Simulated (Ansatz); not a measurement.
C$_{3}$H$_{4}$FNO, SMILES `N/C=C1\OC1F`, charge 0, multiplicity 1.

Task: Give a relaxed structure at PBE0-D4/def2-TZVP (Ansatz). (Best estimate.)

Result: Ansatz gave: 
Z-matrix (Å, degrees):
```
C
O 1 1.419
F 1 1.345 2 115.1
C 1 1.413 2 58.8 3 -112.0
H 1 1.087 2 115.8 3 131.2
C 4 1.318 1 161.1 2 -176.7
N 6 1.391 4 125.1 1 172.8
H 6 1.083 4 118.2 1 -3.3
H 7 1.009 6 114.0 4 16.1
H 7 1.008 6 113.8 4 144.8
```
This is one stationary point; other conformers may exist.
